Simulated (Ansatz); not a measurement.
**C2F radical (SMILES [C]#CF): one structure at several levels**

How do the functionals fare away from a minimum? The structure is a structure displaced at random from a GFN2-xTB minimum.

Computed with Ansatz 0.2.0, Gaussian basis. Level: single points in def2-TZVPP.

Cores are frozen in the correlated methods. Orbitals are unrestricted.

## (1) Starting geometry

SMILES `[C]#CF`, 3 atoms, charge 0, spin multiplicity 2.

Atoms are counted from 1 here; the program's logs count them from 0.

Bond lengths: C1–C2 1.176 Å, C2–F3 1.302 Å. Angles: C1–C2–F3 178.6°.

As a file:

```csv
atom,x (Å),y (Å),z (Å)
C1,0.50240,1.03500,0.38270
C2,0.01340,0.03190,0.01220
F3,-0.50030,-1.08950,-0.40610
```

## (2) CCSD(T)/def2-TZVPP

The input, run/in.yaml:

```yaml
crystal:
  periodic: [false, false, false]
  atoms:
    - {symbol: C, position_ang: [0.502400, 1.035000, 0.382700]}
    - {symbol: C, position_ang: [0.013400, 0.031900, 0.012200]}
    - {symbol: F, position_ang: [-0.500300, -1.089500, -0.406100]}
basis:
  gaussian: {orbitals: def2-TZVPP}
magnetization: {spin_polarized: true, initial_magnetization: 1}
correlation: {method: ccsd_t}
scf: {omitted_lower_state_checks: [cluster_reference]}
output: {forces: true}
```

No record of the launch command was kept for these runs.

## (3) PBE0-D4/def2-TZVPP

run/in.yaml, as its differences from that of step 2:

```diff
@@ -9,4 +9,3 @@
 magnetization: {spin_polarized: true, initial_magnetization: 1}
-correlation: {method: ccsd_t}
-scf: {omitted_lower_state_checks: [cluster_reference]}
-output: {forces: true}
+hamiltonian: {xc: pbe0, dispersion: d4}
+output: {forces: true, orbitals: {seedname: orbitals}}
```

## (4) wB97M-V/def2-TZVPP

run/in.yaml, as its differences from that of step 3:

```diff
@@ -9,3 +9,3 @@
 magnetization: {spin_polarized: true, initial_magnetization: 1}
-hamiltonian: {xc: pbe0, dispersion: d4}
-output: {forces: true, orbitals: {seedname: orbitals}}
+hamiltonian: {xc: {name: wB97M-V}}
+output: {forces: true}
```

## (5) r2SCAN-D4/def2-TZVPP

run/in.yaml, as its differences from that of step 4:

```diff
@@ -9,3 +9,3 @@
 magnetization: {spin_polarized: true, initial_magnetization: 1}
-hamiltonian: {xc: {name: wB97M-V}}
+hamiltonian: {xc: r2scan, dispersion: d4}
 output: {forces: true}
```

## (6) PBE-D4/def2-TZVPP

run/in.yaml, as its differences from that of step 5:

```diff
@@ -9,3 +9,3 @@
 magnetization: {spin_polarized: true, initial_magnetization: 1}
-hamiltonian: {xc: r2scan, dispersion: d4}
+hamiltonian: {xc: pbe, dispersion: d4}
 output: {forces: true}
```

## (7) SPW92/def2-TZVPP

run/in.yaml, as its differences from that of step 6:

```diff
@@ -9,3 +9,3 @@
 magnetization: {spin_polarized: true, initial_magnetization: 1}
-hamiltonian: {xc: pbe, dispersion: d4}
+hamiltonian: {xc: lda}
 output: {forces: true}
```

## (8) LC-wPBE/def2-TZVPP

run/in.yaml, as its differences from that of step 7:

```diff
@@ -9,3 +9,3 @@
 magnetization: {spin_polarized: true, initial_magnetization: 1}
-hamiltonian: {xc: lda}
+hamiltonian: {xc: {name: LC-wPBE}}
 output: {forces: true}
```

(Steps that only read results are left out.)

What does the calculation give? Wanted: energy less free atoms, CCSD(T)/def2-TZVPP; RMS force component; RMS force error; HOMO and LUMO, PBE0-D4; T1 diagnostic.

As calculated:

| quantity | value |
| --- | --- |
| energy less free atoms, CCSD(T)/def2-TZVPP | -1015.2 kJ/mol |
| RMS force component | 1.177 to 1.896 eV/Å over the methods |
| RMS force error | PBE0-D4 0.458, wB97M-V 0.565, r2SCAN-D4 0.294, PBE-D4 0.156, SPW92 0.307, LC-wPBE 0.705 eV/Å |
| HOMO and LUMO, PBE0-D4 | -8.61 and -5.11 eV |
| T1 diagnostic | 0.038 |

Against CCSD(T) the functionals' energies less atoms differ by -332.5 to -44.1 kJ/mol, PBE-D4 by -145.5 kJ/mol. The reference is not at the basis limit: in triple zeta CCSD(T) underbinds, which counts against methods that bind more; the gaps are no ranking. The forces of PBE-D4 come nearest to CCSD(T), those of LC-wPBE are farthest. Frozen-core CCSD(T) forces in triple zeta carry basis errors of their own, and this is one geometry, so small gaps rank nothing. The unrestricted reference is spin-contaminated, which hurts MP2 most.
